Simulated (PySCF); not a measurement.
Molecule: SMILES CCCN(C)C, C$_{5}$H$_{13}$N.

Molfile (atoms numbered from 1):
```
C5H13N
     RDKit          3D

 19 18  0  0  0  0  0  0  0  0999 V2000
    2.5371    0.7992    0.6842 C   0  0  0  0  0  0  0  0  0  0  0  0
    1.0520    0.9783    0.4167 C   0  0  0  0  0  0  0  0  0  0  0  0
    0.3806   -0.3140   -0.0257 C   0  0  0  0  0  0  0  0  0  0  0  0
   -0.9915   -0.1541   -0.4517 N   0  0  0  0  0  0  0  0  0  0  0  0
   -1.8851    0.2395    0.6062 C   0  0  0  0  0  0  0  0  0  0  0  0
   -1.4794   -1.3064   -1.1625 C   0  0  0  0  0  0  0  0  0  0  0  0
    2.7157    0.0566    1.4788 H   0  0  0  0  0  0  0  0  0  0  0  0
    3.0047    1.7423    1.0047 H   0  0  0  0  0  0  0  0  0  0  0  0
    3.0707    0.4538   -0.2159 H   0  0  0  0  0  0  0  0  0  0  0  0
    0.8860    1.7351   -0.3683 H   0  0  0  0  0  0  0  0  0  0  0  0
    0.5657    1.3667    1.3271 H   0  0  0  0  0  0  0  0  0  0  0  0
    0.9455   -0.7204   -0.8820 H   0  0  0  0  0  0  0  0  0  0  0  0
    0.4727   -1.0751    0.7884 H   0  0  0  0  0  0  0  0  0  0  0  0
   -2.8978    0.3927    0.2025 H   0  0  0  0  0  0  0  0  0  0  0  0
   -1.5662    1.1898    1.0575 H   0  0  0  0  0  0  0  0  0  0  0  0
   -1.9593   -0.5170    1.4227 H   0  0  0  0  0  0  0  0  0  0  0  0
   -0.8271   -1.5292   -2.0214 H   0  0  0  0  0  0  0  0  0  0  0  0
   -2.4912   -1.1115   -1.5508 H   0  0  0  0  0  0  0  0  0  0  0  0
   -1.5329   -2.2264   -0.5341 H   0  0  0  0  0  0  0  0  0  0  0  0
  1  2  1  0
  2  3  1  0
  3  4  1  0
  4  5  1  0
  4  6  1  0
  1  7  1  0
  1  8  1  0
  1  9  1  0
  2 10  1  0
  2 11  1  0
  3 12  1  0
  3 13  1  0
  5 14  1  0
  5 15  1  0
  5 16  1  0
  6 17  1  0
  6 18  1  0
  6 19  1  0
M  END
```

Geometry PBE0-D3(BJ)/def2-SVP throughout; GIAO in PySCF 2.14.0 with density-fitted response routines, gas phase, one conformer, non-relativistic; equivalent atoms averaged; basis pcSseg-1.

(1) How do the shifts δ (against TMS, NH3 at the same level) depend on the functional? (ppm; last column core-seconds on shared hosts with different chips, so compare them loosely)

(2) Which nucleus moves most, in ppm?

## Answers

(1) 
```tsv
functional	kind	C3	C5/C6	C2	C1	N4	H14/H15/H16/H17/H18/H19	H12/H13	H10/H11	H7/H8/H9	core-s
HF	Hartree–Fock	55.4	41.3	22.5	13.9	21.2	1.95	1.60	1.24	0.96	4.5
LDA	LDA	67.7	47.5	25.5	12.1	54.6	2.13	1.90	1.41	0.94	13
PBE	GGA	65.1	46.4	26.4	14.0	51.5	2.11	1.89	1.40	0.95	17
BLYP	GGA	66.6	47.2	28.0	14.8	56.3	2.13	1.90	1.42	0.98	17
BP86	GGA	65.2	46.8	26.3	14.1	49.4	2.13	1.91	1.39	0.96	16
OPBE	GGA	60.2	43.8	24.7	14.2	43.2	2.08	1.91	1.38	0.92	16
KT2	GGA	63.9	45.8	26.3	13.6	49.1	2.12	1.89	1.39	0.95	55
KT3	GGA	61.9	44.5	26.6	14.6	48.6	2.09	1.89	1.40	0.95	42
B97-D	GGA	63.5	45.9	26.8	14.7	48.5	2.14	1.93	1.43	0.98	45
B3LYP	global hybrid	64.2	46.0	26.4	14.2	47.5	2.08	1.83	1.38	0.96	30
PBE0	global hybrid	62.1	45.1	24.7	13.6	41.0	2.06	1.81	1.34	0.93	23
mPW1PW91	global hybrid	61.8	45.0	24.7	13.8	40.2	2.06	1.81	1.34	0.93	17
WP04	global hybrid	61.7	45.5	26.8	15.8	42.0	2.00	1.84	1.30	0.91	30
B97-2	global hybrid	61.4	44.7	25.0	14.3	40.7	2.06	1.83	1.35	0.95	33
BHandHLYP	global hybrid	61.0	44.3	24.7	14.0	37.4	2.02	1.74	1.31	0.95	41
CAM-B3LYP	range-separated hybrid	63.0	45.3	25.2	13.6	42.8	2.06	1.80	1.35	0.95	46
wB97X-D	range-separated hybrid	61.7	45.3	24.4	13.9	36.6	2.06	1.80	1.32	0.93	43
LC-wPBE	range-separated hybrid	59.2	43.8	22.6	13.1	30.6	2.01	1.76	1.29	0.91	55
```

(2) N4 (amine nitrogen): from 21.2 ppm with HF to 56.3 ppm with BLYP. The smallest spread is 0.08 ppm, at H7/H8/H9. Proton shifts span only some 12 ppm, so a few tenths of a ppm matter as much there as several ppm in carbon.
